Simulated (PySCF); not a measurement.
Si₂, SMILES [Si]=[Si] (connectivity only; charge and spin as stated), neutral, multiplicity 3.

The structure is a stationary point at PBE0-D3(BJ)/def2-TZVPD.

These are PySCF with SMD-B3LYP/6-31G* values and carry that method's errors.

Solvation free energies are E(SMD) − E(gas) at the gas-phase geometry, for 1 M in both phases. In vacuum the dipole moment is 0.00 D.

```tsv
solvent	ΔG(solv) (kcal/mol)	its non-electrostatic (CDS) part	dipole (D)
water	-1.5	0.0	0.00
chloroform	-2.9	-1.9	0.00
n-hexane	-2.3	-1.8	0.00
```
